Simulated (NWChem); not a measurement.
**propene (C3H6)**

SMILES: CC=C
```xyz
9

C      0.2514     1.2161     0.0000
C     -0.4594    -0.0966     0.0000
C      0.1256    -1.2953     0.0000
H     -0.0241     1.8172    -0.8830
H     -0.0241     1.8172     0.8830
H      1.3441     1.0885     0.0000
H     -1.5565    -0.0506     0.0000
H      1.2160    -1.3996     0.0000
H     -0.4609    -2.2178     0.0000
```
Charge 0, spin multiplicity 1.

The numbers come from NWChem runs, not from measurements. The geometry was optimised at PBE0/def2-SVP, a minimum by its harmonic frequencies.

Symmetry labels belong to the abelian group Cs used in the runs, with the axes of the coordinates shown.

Question: List the lowest 6 singlet excitations that TD-CAM-B3LYP/def2-SVP gives, with oscillator strengths.

Answer: 
```
state  symmetry  energy (eV)  wavelength (nm)      f
-----  --------  -----------  ---------------  -----
1            a'         7.85              158  0.467
2            a"         8.26              150  0.000
3            a"         8.45              147  0.000
4            a"         8.76              142  0.000
5            a"         9.29              133  0.006
6            a"         9.34              133  0.011
```
